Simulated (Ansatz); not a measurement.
`F[SiH2][AlH2]` + H₂S → `[AlH2][SiH2]S` + H–F at 700 K and 1 bar (ligand exchange at the Si–F bond).

Computed with Ansatz on PBE0-D4/def2-TZVP structures; ΔE is electronic, products minus reactants. CCSD(T)/CBS is the MP2 limit (def2-TZVPP, def2-QZVPP) plus CCSD(T) − MP2 in def2-TZVPP, frozen cores. This one scheme is used for every species. Each species was taken in one conformer, which may not be the lowest.

| species | CCSD(T)/CBS energy (Eh) | H − E (kJ/mol) | S (J/(mol·K)) |
| --- | --- | --- | --- |
| `F[SiH2][AlH2]` | -633.31837 | 146.4 | 404.2 |
| H₂S | -398.97279 | 64.8 | 236.9 |
| `[AlH2][SiH2]S` | -931.87373 | 173.9 | 444.5 |
| H–F | -100.39570 | 45.2 | 198.5 |

H − E and S are ideal-gas, rigid-rotor, harmonic terms from PBE0-D4/def2-TZVP, for one conformer and one mirror image of each species. 1 Eh = 2625.50 kJ/mol, R = 8.31446 J/(mol·K).

Q: By hand: ΔE, ΔH, ΔS and ΔG.

A: ΔE = (-931.87373) + (-100.39570) − (-633.31837) − (-398.97279) = 0.02173 Eh = 57.1 kJ/mol. Δ(H − E) = 173.9 + 45.2 − 146.4 − 64.8 = 7.9, so ΔH = 65.0 kJ/mol. ΔS = 444.5 + 198.5 − 404.2 − 236.9 = 1.9 J/(mol·K). ΔG = 65.0 − 700 × (1.9)/1000 = 63.7 kJ/mol.

Q: By hand: the equilibrium constant, and the temperature at which ΔG would vanish if ΔH and ΔS stayed fixed.

A: log₁₀ K = −ΔG/(RT ln 10) = -4.8. ΔG = 0 at ΔH/ΔS = 34211 K, far beyond where these terms or the molecules hold.

The number of gas molecules stays the same, so ΔS is small and ΔH decides. A doubt of 5 kJ/mol in ΔE shifts log₁₀ K by 0.4 here. Other conformers and mirror images would add mixing entropy, several J/(mol·K) or more a flexible species. These are equilibria of isolated gas molecules and say nothing of rates. Largest T1 diagnostic: 0.012 (customary marks: 0.02 for closed shells, 0.045 for open ones).
